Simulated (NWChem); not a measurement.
# UCCSD/def2-SVP (frozen virtual 8) run of AlNH3 (SMILES [NH2][AlH])

What is the vertical ionisation energy of AlNH3 at UCCSD/def2-SVP (frozen virtual 8)? 

Program for the calculation: NWChem 7.3.0.

### Step 1. The system as given

AlNH3 has 5 atoms, charge 0, and is taken as a doublet. SMILES: `[NH2][AlH]`. Geometry: relaxed at PBE0-D4/def2-TZVP. This is one conformer, not always the lowest.

Bond lengths: N1–Al2 1.774 Å, N1–H3 1.007 Å, N1–H4 1.009 Å, Al2–H5 1.604 Å. Angles: N1–Al2–H5 115.7°, Al2–N1–H3 125.4°, Al2–N1–H4 124.3°, H3–N1–H4 110.2°.

### Step 2. A single-point energy at UCCSD/def2-SVP (frozen virtual 8)

The input, alh3n.xyz:

```xyz
5
AlH3N energy
N     -0.116600    -0.660800     0.175100
Al     0.836600     0.833900     0.120800
H      0.148500    -1.505300     0.655500
H     -1.010300    -0.782800    -0.277400
H      0.191800     2.041400    -0.715400
```

The input, alh3n.nw:

```
start alh3n
title "AlH3N energy"
memory stack 880 mb heap 220 mb global 1100 mb

geometry noautosym nocenter noautoz
  load format xyz alh3n.xyz
end

basis "ao basis" spherical bse
  * library def2-SVP
end

scf
  nopen 1
  uhf
  thresh 1e-08
  maxiter 80
  print low
end

tce
  scf
  ccsd
  freeze core 6 virtual 8
  maxiter 60
end

task tce
```

On the command line:

```sh
$ nwchem alh3n.nw > alh3n.out
```

Standard output:

```text
[...]
  functions       =    47
[...]
  wavefunction    = UHF
[...]
         Total SCF energy =   -297.987350364991
      One electron energy =   -504.982303521367
      Two electron energy =    160.759857773350
 Nuclear repulsion energy =     46.235095383026
                       Sz =      0.5000
                 Sz(Sz+1) =      0.7500
                      S^2 =      0.7542
[...]
         Wavefunction type : Unrestricted Hartree-Fock
          No. of electrons :    23
[...]
         Spin multiplicity : doublet
[...]
 CCSD total energy / hartree       =      -298.180040001099087
[...]
```

Wall time 4.8 s (1 thread of AMD EPYC 7R13 (Zen 3), shared host); peak memory 0.17 GiB.

### Step 3. The singlet cation, same level

The input, alh3n.nw:

```
START alh3n
memory total 2200 mb
charge 1
GEOMETRY units atomic noautosym nocenter noautoz
 N  -0.22034207 -1.24873102  0.33089104
 Al  1.58094488  1.57584262  0.22827892
 H   0.28062433 -2.84460474  1.23871547
 H  -1.90919030 -1.47927761 -0.52421003
 H   0.36244947  3.85768691 -1.35191007
END
BASIS spherical bse
 N library def2-SVP
 Al library def2-SVP
 H library def2-SVP
END
SCF
 thresh 1e-08
 maxiter 80
 print low
END
CCSD
 freeze core 6 virtual 8
 maxiter 60
END
TASK ccsd
```

On the command line:

```sh
$ nwchem alh3n.nw > alh3n.out
```

Standard output:

```text
[...]
  functions       =    47
[...]
  wavefunction    = RHF
[...]
         Total SCF energy =   -297.710930492770
      One-electron energy =   -498.874887022229
      Two-electron energy =    154.928864525295
 Nuclear repulsion energy =     46.235092004164
        Time for solution =      1.4s
[...]
 Total MP2 energy:           -297.884656248662679
[...]
             energy      energy      error      ampl     ampl      Block
                                                time     time      time
[...]
 Total CCSD energy:           -297.904659953002067
[...]
```

It took 9 s on 1 thread of AMD EPYC 7R13 (Zen 3), shared host; peak memory 0.1 GiB.

### Step 4. What came out

At UCCSD/def2-SVP (frozen virtual 8), 6 core orbitals frozen:

| quantity | value |
| --- | --- |
| doublet AlNH3: total energy | -298.18004 Eh |
| doublet AlNH3: correlation energy (6 core orbitals frozen) | -192.7 mEh |
| doublet AlNH3: ⟨S²⟩ of the reference determinant | 0.754 |
| singlet cation: total energy | -297.90466 Eh |
| singlet cation: correlation energy (6 core orbitals frozen) | -193.7 mEh |
| vertical ionisation energy (to the singlet cation) | 7.493 eV |

In words: Removing an electron at fixed nuclei costs 7.49 eV (723 kJ/mol). Only the singlet of the ionised species was computed; a triplet could lie lower.
